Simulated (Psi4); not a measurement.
**AlF2 (SMILES [F][Al][F]) at UHF/STO-3G**

Aim: the vertical doublet–quartet gap of AlF2 at UHF/STO-3G, from 2 runs. 

The results are computed with Psi4 1.11.

## 1. The system as given

AlF2 has 3 atoms, charge 0, and is taken as a doublet. SMILES: `[F][Al][F]`. The coordinates come from a PBE0-D4/def2-TZVP relaxation.

Bond lengths: F1–Al2 1.647 Å, Al2–F3 1.647 Å. Angles: F1–Al2–F3 119.7°.

## 2. Energy and gradient at UHF/STO-3G

alf2.inp

```
memory 1600 MB

molecule geom {
  0 2
  F      0.533000    -1.361200     0.136400
  Al     0.388700     0.275400     0.245200
  F     -0.932500     1.021000    -0.394800
  symmetry c1
}

set {
  reference uhf
  puream true
  e_convergence 1e-09
  d_convergence 1e-08
  scf_type pk
  maxiter 200
}

e_tot, wfn = gradient('scf/STO-3G', return_wfn=True)
oeprop(wfn, 'WIBERG_LOWDIN_INDICES', 'MULLIKEN_CHARGES', 'MAYER_INDICES')
```

Command:

```console
$ psi4 -i alf2.inp -o alf2.out -n 1
```

alf2.out, shortened:

```text
[...]
  Running in c1 symmetry.
[...]
  Nuclear repulsion =   90.260752901983039
[...]
  Multiplicity = 2
[...]
  Nalpha       = 16
  Nbeta        = 15
[...]
    Number of basis functions: 19
[...]
   @UHF iter   1:  -434.99165088277778   -1.57230e+00   1.62554e-02 DIIS/ADIIS
[...]
   @UHF iter  12:  -435.10278531445806   -1.02318e-12   6.29456e-09 DIIS
[...]
   @S^2 Observed:                7.584811471E-01
[...]
    Orbital Energies [Eh]
    ---------------------
    Alpha Occupied:
       1A    -57.744135     2A    -25.734764     3A    -25.734748
       4A     -4.700315     5A     -2.930096     6A     -2.918243
       7A     -2.917576     8A     -1.369333     9A     -1.357912
      10A     -0.493467    11A     -0.426733    12A     -0.403493
      13A     -0.393238    14A     -0.356566    15A     -0.355952
      16A     -0.183760
    Alpha Virtual:
      17A      0.354076    18A      0.584425    19A      0.676058
    Beta Occupied:
[...]
  @UHF Final Energy:  -435.10278531445806
   => Energetics <=
    Nuclear Repulsion Energy =             90.2607529019830395
    One-Electron Energy =                -795.1789439465212581
    Two-Electron Energy =                 269.8154057300801014
    Total Energy =                       -435.1027853144580604
  UHF NO Occupations:
  HONO-2 :   14  A 1.9985806
  HONO-1 :   15  A 1.9974688
[...]
 Multipole Moments:
 ------------------------------------------------------------------------------------
     Multipole            Electronic (a.u.)      Nuclear  (a.u.)        Total (a.u.)
 ------------------------------------------------------------------------------------
 L = 1.  Multiply by 2.5417464519 to convert [e a0] to [Debye]
 Dipole X            :          0.5243026            0.1678201            0.6921227
 Dipole Y            :          0.3372972            0.1079606            0.4452578
 Dipole Z            :         -0.0000000           -0.0000000           -0.0000000
 Magnitude           :                                                    0.8229753
[...]
  -Total Gradient:
     Atom            X                  Y                   Z
    ------   -----------------  -----------------  -----------------
       1        0.012445657794    -0.014439742513    -0.000000000000
       2       -0.004470482347    -0.002869801600     0.000000000000
       3       -0.007975175445     0.017309544111    -0.000000000000
[...]
  Mulliken Charges: (a.u.)
   Center  Symbol    Alpha    Beta     Spin     Total
       1     F     4.75712  4.63236  0.12476 -0.38947
       2    AL     6.48577  5.73529  0.75049  0.77894
       3     F     4.75711  4.63236  0.12475 -0.38947
   Total alpha = 16.00000, Total beta = 15.00000, Total charge = -0.00000
  Mayer Bond Indices:
  Total Bond Index:
  Irrep: 1 Size: 3 x 3
[...]
```

It took 1.8 s on 1 thread of Intel Xeon Platinum 8488C (Sapphire Rapids), shared host; peak memory 0.18 GiB.

## 3. The quartet: a single-point energy at UHF/STO-3G

job.py

```python
import psi4

psi4.set_memory(1600000000)
psi4.set_num_threads(1)
psi4.core.set_output_file('alf2.out', False)

geom = psi4.geometry("""
0 4
F      1.00722402    -2.57229520     0.25775864
Al     0.73453654     0.52043057     0.46336085
F     -1.76216961     1.92941037    -0.74606387
units au
symmetry c1
no_reorient
no_com
""")

psi4.set_options({
    'reference': 'uhf',
    'puream': True,
    'e_convergence': 1e-09,
    'd_convergence': 1e-08,
    'scf_type': 'pk',
    'maxiter': 200,
})

E, wfn = psi4.energy('scf/STO-3G', molecule=geom, return_wfn=True)
psi4.oeprop(wfn, 'MAYER_INDICES', 'MULLIKEN_CHARGES', 'QUADRUPOLE')
print(f'scf/STO-3G energy: {E:.10f} Eh')
```

Command:

```console
$ python job.py
```

alf2.out, shortened:

```text
[...]
  Running in c1 symmetry.
[...]
  Nuclear repulsion =   90.260753071325638
[...]
  Multiplicity = 4
[...]
  Nalpha       = 17
  Nbeta        = 14
[...]
    Number of basis functions: 19
[...]
   @UHF iter   1:  -434.76648900873181   -1.34713e+00   5.89792e-03 DIIS/ADIIS
[...]
   @UHF iter  23:  -434.79863467656850   -5.68434e-13   1.72926e-09 DIIS
[...]
   @S^2 Observed:                3.806172354E+00
[...]
  @UHF Final Energy:  -434.79863467656850
   => Energetics <=
    Nuclear Repulsion Energy =             90.2607530713256381
    One-Electron Energy =                -793.7606197373593204
    Two-Electron Energy =                 268.7012319894651569
    Total Energy =                       -434.7986346765684971
  UHF NO Occupations:
  HONO-2 :   15  A 1.0000000
  HONO-1 :   17  A 1.0000000
[...]
 Multipole Moments:
 ------------------------------------------------------------------------------------
     Multipole            Electronic (a.u.)      Nuclear  (a.u.)        Total (a.u.)
 ------------------------------------------------------------------------------------
 L = 1.  Multiply by 2.5417464519 to convert [e a0] to [Debye]
 Dipole X            :         -2.6974707            2.7544647            0.0569940
 Dipole Y            :         -0.9364430            0.9796339            0.0431909
 Dipole Z            :         -1.5926768            1.6289440            0.0362672
 Magnitude           :                                                    0.0801815
 L = 2.  Multiply by 1.3450342976 to convert [e a0^2] to [Debye ang]
 Quadrupole XX       :        -56.4482042           44.0917487          -12.3564555
 Quadrupole XY       :         49.1498817          -48.9478540            0.2020277
[...]
  Mulliken Charges: (a.u.)
   Center  Symbol    Alpha    Beta     Spin     Total
       1     F     4.89778  4.22626  0.67152 -0.12404
       2    AL     7.20444  5.54748  1.65696  0.24808
       3     F     4.89778  4.22625  0.67153 -0.12403
   Total alpha = 17.00000, Total beta = 14.00000, Total charge = -0.00000
  Mayer Bond Indices:
  Total Bond Index:
  Irrep: 1 Size: 3 x 3
[...]
```

Standard output:

```text
Memory set to   1.490 GiB by Python driver.
  Threads set to 1 by Python driver.
scf/STO-3G energy: -434.7986346766 Eh
```

Run time: 1.5 s. Hardware: 1 thread of Intel Xeon Platinum 8488C (Sapphire Rapids), shared host; peak memory 0.18 GiB.

## 4. Summary of results

Level: UHF/STO-3G.

```
                                        quantity          value
                           doublet: total energy  -435.10279 Eh
                          doublet: dipole moment         2.09 D
     doublet: HOMO energy (highest over α and β)       -5.00 eV
      doublet: LUMO energy (lowest over α and β)        7.41 eV
                                   doublet: ⟨S²⟩          0.758
               doublet: largest force on an atom     0.980 eV/Å
                           quartet: total energy  -434.79863 Eh
                          quartet: dipole moment         0.20 D
     quartet: HOMO energy (highest over α and β)        0.37 eV
      quartet: LUMO energy (lowest over α and β)        2.44 eV
                                   quartet: ⟨S²⟩          3.806
vertical energy of the quartet above the doublet       8.276 eV
```

In words: At this shape the quartet lies 8.28 eV (191 kcal/mol) above the doublet. The largest force (doublet) is 0.98 eV/Å: the shape isn't a stationary point for this species at this level. In a minimal basis such a difference can be off by several eV, whatever the method. Mulliken charges (quartet) run from -0.12 on F1 to +0.25 on Al2.
